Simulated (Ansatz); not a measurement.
Species: NH (charge 0, triplet). 
Geometry from a B3LYP-D3(BJ)/def2-TZVP (Ansatz, a program for electronic structure) optimisation:
SMILES: [NH]
```xyz
2

N      0.0000     0.0000    -0.1302
H      0.0000     0.0000     0.9116
```
Charge 0, spin multiplicity 3.

Basis-set convergence of Hartree-Fock and CCSD correlation energies (hartree) with Ansatz. Correlated levels leave the core frozen unless marked. Open shells are spin-unrestricted. No spin-orbit coupling. No relativistic terms.

```json
[
 {"basis": "def2-SVPD", "functions": "28", "E(HF)": "-54.91812", "E(corr, CCSD)": "-0.13064"},
 {"basis": "def2-TZVPPD", "functions": "54", "E(HF)": "-54.98393", "E(corr, CCSD)": "-0.15607"},
 {"basis": "def2-QZVPPD", "functions": "96", "E(HF)": "-54.98599", "E(corr, CCSD)": "-0.16488"}
]
```

Extrapolating the two largest sets (X = 3 and 4) as X^-3: E(corr) = (64·(-0.16488) - 27·(-0.15607))/37 = -0.1713 Eh, an estimate of the basis-set limit. The largest set recovers 96.2 % of it, the smallest 76.3 %.
